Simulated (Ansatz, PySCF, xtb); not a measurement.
Bond stretch in SMILES [Cl][Al]([Cl])[Cl] (AlCl3). The Al1–Cl4 bond (Al1 also carries Cl, Cl; Cl4 carries nothing else) is stretched with both fragments frozen at the PBE0/def2-TZVP optimised geometry.

Levels: UKS-B3LYP/6-31G* = PySCF 2.14.0 with unrestricted B3LYP/6-31G*, spherical d; UKS-PBE = unrestricted PBE/cc-pVTZ (Ansatz, a program for electronic structure); RHF/cc-pVTZ (Ansatz); GFN1-xTB (xtb).

Energies are in kcal/mol, each relative to the lowest point of its own curve near equilibrium.

```tsv
R / Å	UKS-B3LYP/6-31G*	UKS-PBE	RHF	GFN1-xTB
1.65	77.3	76.6	77.5	84.3
1.77	33.1	33.0	32.7	30.6
1.84	17.9	18.0	17.5	___
1.95	4.6	4.8	4.2	2.8
1.99	2.2	2.3	1.9	1.0
2.07	0.0	0.0	0.0	0.0
2.15	___	0.4	1.0	1.4
2.20	___	1.7	2.7	3.0
2.27	5.0	4.5	6.1	6.1
2.41	13.1	12.2	15.4	13.9
2.58	25.0	23.5	___	24.8
2.80	40.8	38.7	47.1	39.7
3.16	64.0	61.0	74.6	62.1
3.42	77.7	74.0	91.5	75.4
3.73	88.8	86.0	___	88.0
4.12	96.7	94.8	125.5	99.4
4.49	100.9	99.4	138.1	106.5
5.08	104.4	103.3	153.1	—
5.56	105.8	104.8	161.7	—
6.14	106.6	105.9	___	—
7.13	107.2	106.6	177.5	—
```

Problem. Fill in the missing entries.

Solution. 
- 1.84, GFN1-xTB: 14.8
- 2.15, UKS-B3LYP/6-31G*: 0.6
- 2.20, UKS-B3LYP/6-31G*: 2.0
- 2.58, RHF: 28.9
- 3.73, RHF: 108.5
- 6.14, RHF: 169.2

Dashes: no converged value, or the column stops at the first point that the program doubted or that broke a chosen test of continuity, which isn't proof of a fault.

The unrestricted determinant behind UKS-B3LYP/6-31G* is spin-contaminated at 3.42 to 7.13 Å (<S²> up to 0.9, against 0.00 for a pure singlet). The unrestricted determinant behind UKS-PBE is spin-contaminated at 3.73 to 7.13 Å (<S²> up to 0.8, against 0.00 for a pure singlet). The restricted form behind RHF keeps the bonding electrons paired and can't separate into open-shell fragments.
